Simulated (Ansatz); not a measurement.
# SiHO₂ (quartet): the correlation ladder, def2-QZVPP

An exercise on one series of results from a longer session: the logs are not shown, and one member is left open.

Method: def2-QZVPP, core rule «outside noble gas», up to 7 orbitals frozen; program: Ansatz 0.2.0, Gaussian basis.

To be run: UHF; ROHF; CCSD(T) on UHF.

3 further runs of the same task are left out: 1 that didn't finish, 2 set aside as unsound or not needed.

### The geometry

The geometry is a PBE0/def2-TZVP stationary point (not a proven minimum).

4 atoms, charge 0, spin multiplicity 4.

Atoms are counted from 1 here; the program's logs count them from 0.

Bond lengths: Si1–O2 1.675 Å, Si1–O3 1.675 Å, Si1–H4 1.518 Å. Angles: O2–Si1–O3 108.7°, O2–Si1–H4 103.2°, O3–Si1–H4 103.2°.

The first run:

Input file in.yaml:

```yaml
crystal:
  periodic: [false, false, false]
  atoms:
    - {symbol: Si, position_ang: [-0.131469, -0.484771, 0.000000]}
    - {symbol: O, position_ang: [0.080687, 0.468628, -1.360578]}
    - {symbol: O, position_ang: [0.080687, 0.468628, 1.360578]}
    - {symbol: H, position_ang: [1.101729, -1.369640, 0.000000]}
basis:
  gaussian: {orbitals: "def2-QZVPP.json"}
magnetization: {spin_polarized: true, initial_magnetization: 3}
hamiltonian: {xc: hf}
output: {orbitals: {seedname: orbitals}}
```

Started as:

```
$ ansatz run in.yaml --threads 1 --pin off --events-out ev --progress --plain --max-ram 2393MiB
```

Steps of the session up to this table: UHF; ROHF; CCSD(T) on UHF.

One of the session's tables, all rows but one given; the rest of the session is left out.

It belongs to the step «Misses and costs». 

```
  method  from UCCSD(T) (meV)
    ROHF             +15362.9
     UHF                    ?
    UMP2              +1384.8
   UCCSD               +530.3
UCCSD(T)                    0
```

Q: Estimate the row for UHF from the others.

As computed: from UCCSD(T) (meV): +15033.6. In the column «from UCCSD(T) (meV)» it lies between UMP2 (+1384.8) and ROHF (+15362.9).
